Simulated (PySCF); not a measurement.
# One molecule, a ladder of functionals, a line

Molecule: 4-chlorobutanal, C4H7ClO.

Cartesian coordinates in Å; atom numbers follow the order of the lines, from 1:
```xyz
13

O    -1.9004   -0.4201   -1.0129
C    -1.7822   -0.1264    0.1479
C    -0.5316    0.4264    0.7682
C     0.6332    0.5846   -0.1931
C     1.2160   -0.7249   -0.6859
Cl    1.8614   -1.7204    0.6613
H    -2.6428   -0.2491    0.8569
H    -0.8047    1.3914    1.2325
H    -0.2581   -0.2291    1.6154
H     1.4281    1.1765    0.2868
H     0.3002    1.1459   -1.0823
H     2.0539   -0.5491   -1.3733
H     0.4578   -1.3294   -1.1993
```

GIAO shieldings (ppm, equivalent atoms averaged) in PySCF on the PBE0-D3(BJ)/def2-SVP geometry, basis pcSseg-1, gas phase, non-relativistic:

| functional | exact exchange (%) | σ(C3) | σ(Cl6) |
| --- | --- | --- | --- |
| BLYP | 0 | 131.0 | 840.5 |
| BP86 | 0 | 136.2 | 855.8 |
| PBE | 0 | 136.4 | 855.0 |
| B3LYP | 20 | 136.8 | 868.5 |
| PBE0 | 25 | 143.0 | 887.2 |
| BHandHLYP | 50 | 144.0 | 901.0 |
| HF | 100 | 155.0 | 951.3 |

Question: Fit each shielding as a line in the percentage of exact exchange.

Answer: σ(C3) = 134.7 + 0.20 x (rms 2.2 ppm); σ(Cl6) = 851.8 + 1.01 x (rms 6.2 ppm). The functionals also differ in their semilocal parts, which the line can't hold; Hartree–Fock has no correlation at all.

Question: What does the line predict for mPW1PW91 (25 %), and what does the run give?

Answer: σ(C3): 139.7 predicted, 142.3 computed; σ(Cl6): 877.0 predicted, 885.3 computed ppm.
